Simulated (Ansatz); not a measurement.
Exact exchange and the electronic atomisation energy of SCl2O2

The species is SCl2O2 (5 atoms), meant as a singlet with charge 0. SMILES: `O=S(=O)(Cl)Cl`. The coordinates come from a PBE0-D4/def2-TZVP relaxation.

The electronic atomisation energy y, in eV, basis cc-pVDZ; a is the functional's share of exact exchange. Programs: Ansatz 0.2.0.

| functional | program | a | y (eV) |
| --- | --- | --- | --- |
| PBE | Ansatz | 0 | 13.46 |
| BLYP | Ansatz | 0 | 12.07 |
| B3LYP | Ansatz | 0.2 | ? |
| PBE0 | Ansatz | 0.25 | 11.97 |
| r2SCAN0 | Ansatz | 0.25 | 11.30 |
| BHLYP | Ansatz | 0.5 | 9.57 |

Question: Fit y = c + s·a to the known rows and predict B3LYP.

Answer: 
1. Means of the 5 rows: a = 0.2000, y = 11.674.
2. Σ(Δa)² = 0.175, Σ(Δa·Δy) = -1.0715, so the slope is -1.0715/0.175 = -6.1229.
3. Intercept: 11.674 − (-6.1229) × 0.2000 = 12.899. The largest residual of the fit is 0.83.
4. B3LYP: 12.899 + (-6.1229) × 0.2 = 11.67 eV.

The run gave 11.36 eV, so the prediction is off by +0.31 eV, within the scatter of the fit. The rows mix families of semi-local functionals, which the line can't see.
